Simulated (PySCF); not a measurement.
Geometry:
```
atom   x (Å)   y (Å)   z (Å)
  O1  -0.445   1.213  -0.846
  P2  -0.400  -0.002  -0.042
  O3   1.098  -0.385   0.360
  H4  -1.050   0.046   1.179
  H5  -0.868  -1.156  -0.648
  H6   1.669   0.285  -0.024
```

Fast rotation and ring inversion assumed for equivalent nuclei, non-relativistic Hamiltonian, single conformer, in vacuum. GFN2-xTB geometry; PBE0/pcSseg-1 with gauge-including orbitals; PySCF.

Scale: $^{1}$H vs TMS; H2O for $^{17}$O; $^{31}$P against H3PO4 (reference shieldings calculated alike).

```tsv
atoms	nucleus	count	δ (ppm)
P2	$^{31}$P	1	?
O1	$^{17}$O	1	145.7
H6	$^{1}$H	1	2.16
O3	$^{17}$O	1	94.7
H4/H5	$^{1}$H	2	?
```

Complete the table.

Results:


- H4/H5: 7.34 ppm, hydrogen on a phosphorus bonded to 2 O
- P2: -8.8 ppm, phosphorus bonded to 2 O, 2 H

Exchangeable OH/NH protons stand at their gas-phase positions; hydrogen bonding in a real sample shifts them, mostly to higher δ. Experimental scales use liquid or dissolved standards, which lie at an offset from isolated H2O (liquid H2O: subtract about 36 ppm) and H3PO4.
